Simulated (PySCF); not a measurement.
Compound: ethyl methyl sulfide, C3H8S.
Atom-mapped SMILES: `[CH3:1][CH2:2][S:3][CH3:4]` (hydrogens: H5, H6, H7 on C1; H8, H9 on C2; H10, H11, H12 on C4)

The same species was optimised twice, with GFN2-xTB and with PBE0-D3(BJ)/def2-SVP (PySCF), and the same property calculations (PySCF, gas phase) were run on both structures.

```
     coordinate  GFN2-xTB  PBE0-D3(BJ)/def2-SVP  change
     C4–H11 (Å)     1.087                 1.101  +0.014
     C4–H12 (Å)     1.085                 1.099  +0.014
     C4–H10 (Å)     1.086                 1.100  +0.014
      C1–H5 (Å)     1.088                 1.102  +0.014
      C1–H7 (Å)     1.088                 1.101  +0.013
      C1–H6 (Å)     1.087                 1.100  +0.013
      C2–H9 (Å)     1.091                 1.103  +0.012
      C2–H8 (Å)     1.090                 1.101  +0.011
      C2–S3 (Å)     1.826                 1.814  -0.012
      S3–C4 (Å)     1.815                 1.804  -0.011
      C1–C2 (Å)     1.517                 1.517   0.000
   H8–C2–H9 (°)     109.1                 106.5    -2.6
  S3–C4–H10 (°)     110.2                 112.3    +2.1
   C1–C2–S3 (°)     112.9                 115.0    +2.1
  S3–C4–H11 (°)     109.3                 111.4    +2.1
 H11–C4–H12 (°)     110.0                 108.5    -1.5
 H10–C4–H12 (°)     109.8                 108.2    -1.6
 H10–C4–H11 (°)     110.9                 109.6    -1.3
   S3–C2–H9 (°)     107.5                 108.6    +1.1
C1–C2–S3–C4 (°)       -74                   -70      +4
```

Rotational constants: A = 9752, B = 3886, C = 3214 MHz (GFN2-xTB) against A = 9708, B = 3891, C = 3184 MHz (PBE0-D3(BJ)/def2-SVP). Point groups within 0.08 Å: C1 and C1. Atoms that the bonding makes alike are paired by their places after alignment.

On the GFN2-xTB structure: lowest singlet, TDDFT (eV) 5.43 [PBE0/def2-SVPD]; isotropic polarisability (au) 60.1 [PBE0/def2-SVPD]; HOMO (eV) -6.26 [PBE0/def2-SVPD]; LUMO (eV) 0.66 [PBE0/def2-SVPD]; dipole (D) 1.77 [PBE0/def2-SVPD]; HOMO (eV) -6.25 [PBE0/pcSseg-1]; LUMO (eV) 1.23 [PBE0/pcSseg-1]; dipole (D) 1.75 [PBE0/pcSseg-1]; GIAO shielding of C1 (ppm) 170.2 [PBE0/pcSseg-1]; GIAO shielding of C2 (ppm) 151.5 [PBE0/pcSseg-1]; GIAO shielding of S3 (ppm) 531.1 [PBE0/pcSseg-1]; GIAO shielding of C4 (ppm) 167.6 [PBE0/pcSseg-1]; C1s of C1 (eV) 290.68 [delta-SCF UKS SCAN, pcX-2 on the ionised atom, pcseg-1 elsewhere, spin-free X2C]; C1s of C2 (eV) 291.13 [delta-SCF UKS SCAN, pcX-2 on the ionised atom, pcseg-1 elsewhere, spin-free X2C]; S1s of S3 (eV) 2476.65 [delta-SCF UKS SCAN, pcX-2 on the ionised atom, pcseg-1 elsewhere, spin-free X2C]; S2p of S3 (eV) 169.28 [delta-SCF UKS SCAN, pcX-2 on the ionised atom, pcseg-1 elsewhere, spin-free X2C]; C1s of C4 (eV) 291.12 [delta-SCF UKS SCAN, pcX-2 on the ionised atom, pcseg-1 elsewhere, spin-free X2C].

Task: What do these properties become on the PBE0-D3(BJ)/def2-SVP structure?

Result: 
| property | level | on GFN2-xTB | on PBE0-D3(BJ)/def2-SVP | change |
| --- | --- | --- | --- | --- |
| lowest singlet, TDDFT (eV) | PBE0/def2-SVPD | 5.43 | 5.48 | +0.05 |
| isotropic polarisability (au) | PBE0/def2-SVPD | 60.1 | 60.8 | +0.7 |
| HOMO (eV) | PBE0/def2-SVPD | -6.26 | -6.29 | -0.03 |
| LUMO (eV) | PBE0/def2-SVPD | 0.66 | 0.64 | -0.02 |
| dipole (D) | PBE0/def2-SVPD | 1.77 | 1.73 | -0.04 |
| energy, GFN2-xTB geometry as zero (kcal/mol) | PBE0/def2-SVPD | 0.0 | -0.8 | -0.8 |
| HOMO (eV) | PBE0/pcSseg-1 | -6.25 | -6.29 | -0.04 |
| LUMO (eV) | PBE0/pcSseg-1 | 1.23 | 1.22 | -0.01 |
| dipole (D) | PBE0/pcSseg-1 | 1.75 | 1.70 | -0.05 |
| energy, GFN2-xTB geometry as zero (kcal/mol) | PBE0/pcSseg-1 | 0.0 | -0.5 | -0.5 |
| GIAO shielding of C1 (ppm) | PBE0/pcSseg-1 | 170.2 | 169.2 | -1.0 |
| GIAO shielding of C2 (ppm) | PBE0/pcSseg-1 | 151.5 | 151.9 | +0.4 |
| GIAO shielding of S3 (ppm) | PBE0/pcSseg-1 | 531.1 | 541.0 | +9.9 |
| GIAO shielding of C4 (ppm) | PBE0/pcSseg-1 | 167.6 | 166.7 | -0.9 |
| C1s of C1 (eV) | delta-SCF UKS SCAN, pcX-2 on the ionised atom, pcseg-1 elsewhere, spin-free X2C | 290.68 | 290.76 | +0.08 |
| C1s of C2 (eV) | delta-SCF UKS SCAN, pcX-2 on the ionised atom, pcseg-1 elsewhere, spin-free X2C | 291.13 | 291.18 | +0.05 |
| S1s of S3 (eV) | delta-SCF UKS SCAN, pcX-2 on the ionised atom, pcseg-1 elsewhere, spin-free X2C | 2476.65 | 2476.74 | +0.09 |
| S2p of S3 (eV) | delta-SCF UKS SCAN, pcX-2 on the ionised atom, pcseg-1 elsewhere, spin-free X2C | 169.28 | 169.36 | +0.08 |
| C1s of C4 (eV) | delta-SCF UKS SCAN, pcX-2 on the ionised atom, pcseg-1 elsewhere, spin-free X2C | 291.12 | 291.18 | +0.06 |

The heavy atoms differ by 0.024 Å rms after alignment. Among all bonds C1–H5, C1–H6, C1–H7, C4–H10, C4–H11 and C4–H12 change most and about equally (+0.013 to +0.014 Å). Changes are differences of the printed values. Neither structure is proved a minimum here.

Shape of the structure used: `[CH3:1][CH2:2][S:3][CH3:4]`: C1–C2–S3–C4 -70°.
